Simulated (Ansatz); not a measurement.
Name a neutral molecule of C, F, N and H with HOMO energy (B3LYP/def2-TZVPP) between -8.55 and -8.25 eV and size of the dipole moment (B3LYP/def2-TZVPP) between 1.60 and 1.90 D (Ansatz, PBE0-D4/def2-TZVP geometry).

`CN=C(F)F` (-8.28 eV, 1.66 D). Other molecules can fit too; these were computed, each in one conformer that needn't be the lowest.

B3LYP here is the variant with VWN-RPA as its local correlation; programs differ in this.
